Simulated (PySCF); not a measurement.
# Basis-set dependence of excited states

Species: methyl propyl ether, C₄H₁₀O.
Z-matrix (Å and degrees, PBE0-D3(BJ)/def2-SVP geometry), rows numbered from 1:
```
C 
C   1  1.5192
C   2  1.5132  1  112.85
O   3  1.3963  2  109.34  1  -179.93
C   4  1.3905  3  113.55  2   179.94
H   1  1.0999  2  111.32  3   179.92
H   1  1.1021  2  111.50  3    59.94
H   1  1.1021  2  111.52  3   -60.09
H   2  1.1025  1  110.59  3  -121.29
H   2  1.1025  1  110.59  3   121.32
H   3  1.1123  2  110.05  1    58.43
H   3  1.1123  2  110.05  1   -58.28
H   5  1.0992  4  108.08  3   179.91
H   5  1.1092  4  112.15  3    60.49
H   5  1.1092  4  112.14  3   -60.66
```

TDDFT with PBE0 (PySCF), vertical singlets, core orbitals frozen in the response, spherical d and f functions. The structure is a single PBE0-D3(BJ)/def2-SVP conformer in the gas phase; no vibrational or solvent corrections.

Question: Compare 6-31G*, 6-31+G*, def2-SVP, def2-SVPD, aug-cc-pVDZ, def2-TZVP and def2-TZVPD for this molecule.

Answer: 

| basis | functions | diffuse | S1 (eV) | S2 (eV) | S3 (eV) | S4 (eV) | S5 (eV) | LUMO (eV) | α (au) |
| --- | --- | --- | --- | --- | --- | --- | --- | --- | --- |
| 6-31G* | 90 | no | 8.46 | 8.89 | 9.78 | 9.96 | 10.19 | 2.88 | 48.0 |
| 6-31+G* | 110 | yes | 6.81 | 7.25 | 7.36 | 7.55 | 7.60 | 0.64 | 52.9 |
| def2-SVP | 120 | no | 7.79 | 8.26 | 9.09 | 9.13 | 9.46 | 1.90 | 49.7 |
| def2-SVPD | 183 | yes | 7.00 | 7.51 | 8.01 | 8.11 | 8.21 | 0.80 | 57.7 |
| aug-cc-pVDZ | 205 | yes | 6.31 | 6.79 | 6.99 | 6.99 | 7.27 | -0.02 | 59.2 |
| def2-TZVP | 215 | no | 7.34 | 7.80 | 8.42 | 8.77 | 8.86 | 1.25 | 56.1 |
| def2-TZVPD | 278 | yes | 6.62 | 7.14 | 7.48 | 7.63 | 7.63 | 0.39 | 59.0 |

States are compared by their number. Against the largest diffuse basis here (def2-TZVPD, itself not a converged limit), sets without diffuse functions differ by up to 1.84 eV in S1 and 2.56 eV in S5; the smaller diffuse sets differ by up to 0.38 and 0.58 eV. State by state, the largest deviation of a set without diffuse functions is S1 1.84, S2 1.75, S3 2.30, S4 2.34, S5 2.56 eV. The same number needn't mean the same state in each row. Against def2-TZVPD the polarisability deviates by -19% in 6-31G*, -10% in 6-31+G*, -16% in def2-SVP, -2% in def2-SVPD, 0% in aug-cc-pVDZ, -5% in def2-TZVP. A single + in a Pople set puts diffuse functions on heavy atoms only.
